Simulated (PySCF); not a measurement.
An unknown is described by computed data only.

Formula: C5H13N.

- 13C NMR: chemical shifts (computed TMS as zero) by class: 53.6 (1 C), 46.4 (1 C), 25.2 (2 C), 18.9 (1 C) ppm [GIAO PBE0/pcSseg-1]
- 1H NMR: chemical shifts (computed TMS as zero) by class: 2.81 (2 H), 2.63 (1 H), 1.18 (3 H), 1.09 (6 H), -0.77 (1 H) ppm [GIAO PBE0/pcSseg-1]
- Triplet: lowest triplet excitation (Tamm–Dancoff): 5.42 eV [TDA B3LYP/def2-SVPD]
- Polarisability: 73.5 au [B3LYP/def2-SVPD]
- Dipole: 0.86 D [B3LYP/def2-SVPD]
- NMR, other nuclei: isotropic shieldings of nuclei other than C and H, by class: 185 (1 N) ppm [GIAO PBE0/pcSseg-1]
- Rotational structure: rotational constants A, B, C: 6.751, 1.834, 1.571 GHz [GFN2-xTB]

Electronic properties: PySCF, gas phase, density fitting. Levels stand in brackets. One conformer (not necessarily the lowest) at the GFN2-xTB geometry, without solvent, vibrations or thermal averaging. NMR values are class means; diastereotopic atoms form classes of their own.

Question: What is the compound? Reason from the data.

Answer: Numbering: `[CH3:1][CH2:2][NH:3][CH:4]([CH3:5])[CH3:6]`. Its formula, C5H13N, gives 0 degrees of unsaturation, so no ring and no π bond. 5 carbons fall into 4 classes; from least to most shielded: sp3 carbon bound to nitrogen [C4] (53.6 ppm), sp3 carbon bound to nitrogen [C2] (46.4 ppm), methyl carbon [C5/C6] (25.2 ppm, 2 C, up to 5.4 ppm apart in this geometry), methyl carbon [C1] (18.9 ppm). Hydrogen classes from least to most shielded: 2 H on an sp3 carbon bound to nitrogen, C2 (2.81 ppm, a mean of values up to 0.9 ppm apart in this geometry), 1 H on an sp3 carbon bound to nitrogen, C4 (2.63 ppm), 3 H on a methyl carbon, C1 (1.18 ppm, a mean of values up to 0.5 ppm apart in this geometry), 6 H on 2 methyl carbons, C5/C6 (1.09 ppm, a mean of values up to 1.7 ppm apart in this geometry), 1 H on a secondary amine nitrogen, N3 (-0.77 ppm). The other shieldings belong to: 185 ppm, secondary amine nitrogen [N3]. The optimised geometry has point group C1 and is an asymmetric top. Structure: N-ethylisopropylamine (`C(NC(C)C)C`). Computed isomers that give other values at the same levels: `CC(C)N(C)C` (rotational constant A: 4.530 GHz; this holds for the one conformer computed); `CNC(C)(C)C` (rotational constant A: 4.381 GHz; this holds for the one conformer computed); `CCCN(C)C` (rotational constant A: 7.291 GHz; this holds for the one conformer computed). The assignments are read from this structure; whether some other isomer fits the data as well wasn't checked.

Shape of the structure used: `[CH3:1][CH2:2][NH:3][CH:4]([CH3:5])[CH3:6]`: C1–C2–N3–C4 176°, C2–N3–C4–C5 -167°.
